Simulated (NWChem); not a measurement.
System: hydrogen fluoride (HF); SMILES F

Input file for NWChem:

```
start job
memory heap 200 mb stack 900 mb global 1100 mb
geometry units angstroms
  F      0.000000     0.000000     0.094420
  H      0.000000     0.000000    -0.840355
end
basis spherical
  F library def2-svp
  H library def2-svp
end
dft
  xc becke88 lyp
  iterations 150
end
driver
  maxiter 120
end
task dft optimize
task dft freq
```

Parts of the log:

```
             Northwest Computational Chemistry Package (NWChem) 7.3.0
             --------------------------------------------------------

 ORDER OF PRIMARY AXIS IS BEING SET TO 4
 C4V symmetry detected

                             Geometry "geometry" -> ""
                             -------------------------

 Output coordinates in angstroms (scale by  1.889725989 to convert to a.u.)

  No.       Tag          Charge          X              Y              Z
 ---- ---------------- ---------- -------------- -------------- --------------
    1 F                    9.0000     0.00000000     0.00000000     0.09347750
    2 H                    1.0000     0.00000000     0.00000000    -0.84129750

 Effective nuclear repulsion energy (a.u.)       5.0949107978

      Symmetry information
      --------------------

 Group name             C4v
 Group number             18
 Group order               8
 No. of unique centers     2

                                Z-matrix (autoz)
                                --------

 Units are Angstrom for bonds and degrees for angles

      Type          Name      I     J     K     L     M      Value
      ----------- --------  ----- ----- ----- ----- ----- ----------
    1 Stretch                  1     2                       0.93478

                           NWChem Geometry Optimization
                           ----------------------------

 maximum gradient threshold         (gmax) =   0.000450
 rms gradient threshold             (grms) =   0.000300
 maximum cartesian step threshold   (xmax) =   0.001800
 rms cartesian step threshold       (xrms) =   0.001200
 fixed trust radius                (trust) =   0.300000
 source of zmatrix                         =   autoz

          -------------------
          Energy Minimization
          -------------------

 Using diagonal initial Hessian
 Scaling for Hessian diagonals: bonds = 1.00  angles = 0.25  torsions = 0.10

          --------
          Step   0

                                 NWChem DFT Module
                                 -----------------

 Summary of "ao basis" -> "ao basis" (spherical)
 ------------------------------------------------------------------------------
       Tag                 Description            Shells   Functions and Types
 ---------------- ------------------------------  ------  ---------------------
 F                          def2-svp                 6       14   3s2p1d
 H                          def2-svp                 3        5   2s1p

      Symmetry analysis of basis
      --------------------------

        a1          9
        a2          0
        b1          1
        b2          1
        e           8

            General Information
            -------------------
          SCF calculation type: DFT
          Wavefunction type:  closed shell.
          No. of atoms     :     2
          No. of electrons :    10
           Alpha electrons :     5
            Beta electrons :     5
          Charge           :     0
          Spin multiplicity:     1
          Use of symmetry is: on ; symmetry adaption is: on
          Maximum number of iterations: 150
          AO basis - number of functions:    19
                     number of shells:     9
          Convergence on energy requested:  1.00D-06
          Convergence on density requested:  1.00D-05
          Convergence on gradient requested:  5.00D-04

              XC Information
              --------------
                    Becke 1988 Exchange Functional  1.000
              Lee-Yang-Parr Correlation Functional  1.000

             Grid Information
             ----------------
          Grid used for XC integration:  medium
          Radial quadrature: Mura-Knowles
          Angular quadrature: Lebedev.
          Tag              B.-S. Rad. Rad. Pts. Rad. Cut. Ang. Pts.
          ---              ---------- --------- --------- ---------
          F                   0.50       49           5.0       434
          H                   0.35       45           5.0       434
          Grid pruning is: on
          Number of quadrature shells:    94
          Spatial weights used:  Erf1

      Superposition of Atomic Density Guess
      -------------------------------------

 Sum of atomic energies:         -99.79179037

      Non-variational initial energy
      ------------------------------

 Total energy =     -99.758548
 1-e energy   =    -149.355024
 2-e energy   =      44.501565
 HOMO         =      -0.640717
 LUMO         =       0.101870

      Symmetry analysis of molecular orbitals - initial
      -------------------------------------------------

 !! scf_movecs_sym_adapt:    2 vectors were symmetry contaminated

  Symmetry fudging

 !! scf_movecs_sym_adapt:    2 vectors were symmetry contaminated

  Numbering of irreducible representations:

     1 a1          2 a2          3 b1          4 b2          5 e

  Orbital symmetries:

     1 a1          2 a1          3 a1          4 e           5 e
     6 a1          7 a1          8 a1          9 e          10 e
    11 a1         12 e          13 e          14 a1         15 b1

   convergence    iter        energy       DeltaE   RMS-Dens  Diis-err
 ---------------- ----- ----------------- --------- --------- ---------
 d= 0,ls=0.0,diis     1   -100.3069323380 -1.05D+02  3.45D-02  3.07D-01
 d= 0,ls=0.0,diis     2   -100.2904227093  1.65D-02  1.81D-02  5.91D-01
 d= 0,ls=0.0,diis     3   -100.3373919083 -4.70D-02  2.11D-03  9.09D-03
 d= 0,ls=0.0,diis     4   -100.3380537609 -6.62D-04  2.87D-04  1.51D-04
 d= 0,ls=0.0,diis     5   -100.3380652878 -1.15D-05  2.20D-05  2.60D-07
 d= 0,ls=0.0,diis     6   -100.3380653230 -3.52D-08  2.36D-06  8.22D-09

         Total DFT energy =     -100.338065322963
      One electron energy =     -150.412676201696
           Coulomb energy =       55.815224850763
    Exchange-Corr. energy =      -10.835524769813
 Nuclear repulsion energy =        5.094910797783

 Numeric. integr. density =        9.999999732788

                  Occupations of the irreducible representations
                  ----------------------------------------------

                     irrep           alpha         beta
                     --------     --------     --------
                     a1                3.0          3.0
                     a2                0.0          0.0
                     b1                0.0          0.0
                     b2                0.0          0.0
                     e                 2.0          2.0

                       DFT Final Molecular Orbital Analysis
                       ------------------------------------

 Vector    3  Occ=2.000000D+00  E=-4.466356D-01  Symmetry=a1
              MO Center= -2.3D-17, -3.1D-16,  1.7D-02, r^2= 5.9D-01
   Bfn.  Coefficient  Atom+Function         Bfn.  Coefficient  Atom+Function
  ----- ------------  ---------------      ----- ------------  ---------------
     6      0.556686  1 F  pz                15      0.382775  2 H  s
     3     -0.310860  1 F  s                  9     -0.278320  1 F  pz
     2     -0.179905  1 F  s                  1     -0.094877  1 F  s
    16      0.077655  2 H  s                 19      0.034506  2 H  pz

 Vector    4  Occ=2.000000D+00  E=-3.038217D-01  Symmetry=e
              MO Center= -7.1D-17,  8.4D-17,  7.6D-02, r^2= 4.4D-01
   Bfn.  Coefficient  Atom+Function         Bfn.  Coefficient  Atom+Function
  ----- ------------  ---------------      ----- ------------  ---------------
     5      0.665027  1 F  py                 8     -0.467497  1 F  py
     4     -0.077708  1 F  px                 7      0.054627  1 F  px
    18     -0.033244  2 H  py

 Vector    5  Occ=2.000000D+00  E=-3.038217D-01  Symmetry=e
              MO Center=  4.8D-17, -5.0D-17,  7.6D-02, r^2= 4.4D-01
   Bfn.  Coefficient  Atom+Function         Bfn.  Coefficient  Atom+Function
  ----- ------------  ---------------      ----- ------------  ---------------
     4      0.665027  1 F  px                 7     -0.467497  1 F  px
     5      0.077708  1 F  py                 8     -0.054627  1 F  py
    17     -0.033244  2 H  px

 Vector    6  Occ=0.000000D+00  E= 1.579241D-02  Symmetry=a1
              MO Center=  6.4D-17,  1.9D-16, -9.9D-01, r^2= 1.8D+00
   Bfn.  Coefficient  Atom+Function         Bfn.  Coefficient  Atom+Function
  ----- ------------  ---------------      ----- ------------  ---------------
    16      1.160935  2 H  s                  3     -0.599872  1 F  s
     9      0.341468  1 F  pz                 6     -0.307740  1 F  pz
    15      0.226219  2 H  s                  2     -0.147266  1 F  s
     1     -0.082082  1 F  s

 Vector    7  Occ=0.000000D+00  E= 5.158490D-01  Symmetry=a1
              MO Center=  2.8D-17,  4.6D-17, -8.1D-01, r^2= 1.3D+00
   Bfn.  Coefficient  Atom+Function         Bfn.  Coefficient  Atom+Function
  ----- ------------  ---------------      ----- ------------  ---------------
    15      1.290280  2 H  s                 16     -1.054389  2 H  s
     6     -0.398341  1 F  pz                19     -0.212708  2 H  pz
     3      0.177473  1 F  s                  9      0.144149  1 F  pz
     2     -0.137007  1 F  s                 12      0.077884  1 F  d  0
     1     -0.040659  1 F  s

 Vector    8  Occ=0.000000D+00  E= 1.064191D+00  Symmetry=e
              MO Center=  3.3D-16, -1.5D-15, -3.0D-02, r^2= 8.8D-01
   Bfn.  Coefficient  Atom+Function         Bfn.  Coefficient  Atom+Function
  ----- ------------  ---------------      ----- ------------  ---------------
     8      0.909136  1 F  py                 5      0.889908  1 F  py
    18      0.209813  2 H  py                 7     -0.195176  1 F  px
     4     -0.191048  1 F  px                17     -0.045043  2 H  px

     Multipole analysis of the density
     ---------------------------------

     L   x y z        total         alpha         beta         nuclear
     -   - - -        -----         -----         ----         -------
     0   0 0 0     -0.000000     -5.000000     -5.000000     10.000000

     1   1 0 0     -0.000000     -0.000000     -0.000000      0.000000
     1   0 1 0     -0.000000     -0.000000     -0.000000      0.000000
     1   0 0 1     -0.708153     -0.354076     -0.354076     -0.000000

[...]

      ----------------------
      Optimization converged
      ----------------------

  Step       Energy      Delta E   Gmax     Grms     Xrms     Xmax
  ---- ---------------- -------- -------- -------- -------- --------
@    2    -100.33806619 -4.4D-07  0.00001  0.00001  0.00037  0.00063
                                     ok       ok       ok       ok

                                Z-matrix (autoz)
                                --------

 Units are Angstrom for bonds and degrees for angles

      Type          Name      I     J     K     L     M      Value     Gradient
      ----------- --------  ----- ----- ----- ----- ----- ---------- ----------
    1 Stretch                  1     2                       0.93572    0.00001

                         Geometry "geometry" -> "geometry"
                         ---------------------------------

 Output coordinates in angstroms (scale by  1.889725989 to convert to a.u.)

  No.       Tag          Charge          X              Y              Z
 ---- ---------------- ---------- -------------- -------------- --------------
    1 F                    9.0000     0.00000000     0.00000000     0.09395042
    2 H                    1.0000     0.00000000     0.00000000    -0.84177042

 Effective nuclear repulsion energy (a.u.)       5.0897607505

      Symmetry information
      --------------------

 Group name             C4v
 Group number             18
 Group order               8
 No. of unique centers     2

                Final and change from initial internal coordinates
                --------------------------------------------------

                                Z-matrix (autoz)
                                --------

 Units are Angstrom for bonds and degrees for angles

      Type          Name      I     J     K     L     M      Value       Change
      ----------- --------  ----- ----- ----- ----- ----- ---------- ----------
    1 Stretch                  1     2                       0.93572    0.00095

 ==============================================================================
                                internuclear distances
 ------------------------------------------------------------------------------
       center one      |      center two      | atomic units |  angstroms
 ------------------------------------------------------------------------------
    2 H                |   1 F                |     1.76826  |     0.93572
 ------------------------------------------------------------------------------
                         number of included internuclear distances:          1
 ==============================================================================

[second-derivative integrals and response iterations left out]

  Vibrational analysis via the FX method

  See chapter 2 in "Molecular Vibrations" by Wilson, Decius and Cross

  Vib: Default input used

 ---------------------------- Atom information ----------------------------
     atom    #        X              Y              Z            mass
 --------------------------------------------------------------------------
    F        1  0.0000000D+00  0.0000000D+00  1.7754056D-01  1.8998400D+01
    H        2  0.0000000D+00  0.0000000D+00 -1.5907154D+00  1.0078250D+00
 --------------------------------------------------------------------------

[unprojected Hessian and modes left out]

        Vibrational analysis via the FX method
  --- with translations and rotations projected out ---
  --- via the Eckart algorithm                      ---
 Dependent rotation vector no.                    3
  found in ECKART; assuming linear geometry
 Projected Nuclear Hessian trans-rot subspace norm:1.2326D-32
                         (should be close to zero!)

[projected Hessian left out]

 Rotational Constants
 --------------------
 A=   0.000000 cm-1  (  0.000000 K)
 B=  20.117336 cm-1  ( 28.943712 K)
 C=  20.117336 cm-1  ( 28.943712 K)

 Temperature                      =   298.15K
 frequency scaling parameter      =   1.0000

 Linear Molecule

 Zero-Point correction to Energy  =    5.584 kcal/mol  (  0.008899 au)
 Thermal correction to Energy     =    7.065 kcal/mol  (  0.011258 au)
 Thermal correction to Enthalpy   =    7.657 kcal/mol  (  0.012202 au)

 Total Entropy                    =   41.525 cal/mol-K
   - Translational                =   34.906 cal/mol-K (mol. weight =  20.0062)
   - Rotational                   =    6.619 cal/mol-K (symmetry #  =        1)
   - Vibrational                  =    0.000 cal/mol-K

 Cv (constant volume heat capacity) =    4.966 cal/mol-K
   - Translational                  =    2.979 cal/mol-K
   - Rotational                     =    1.986 cal/mol-K
   - Vibrational                    =    0.000 cal/mol-K

[normal modes left out]

 ----------------------------------------------------------------------------
 Normal Eigenvalue ||           Projected Infra Red Intensities
  Mode   [cm**-1]  || [atomic units] [(debye/angs)**2] [(KM/mol)] [arbitrary]
 ------ ---------- || -------------- ----------------- ---------- -----------
    1       -0.000 ||    0.000000           0.000         0.000       0.000
    2        0.000 ||    0.008453           0.195         8.240       1.260
    3        0.000 ||    0.008453           0.195         8.240       1.260
    4        0.000 ||    0.159341           3.676       155.334      23.755
    5        0.000 ||    0.159341           3.676       155.334      23.755
    6     3908.101 ||    0.066868           1.543        65.187       9.969
 ----------------------------------------------------------------------------
```

Level: BLYP/def2-SVP.
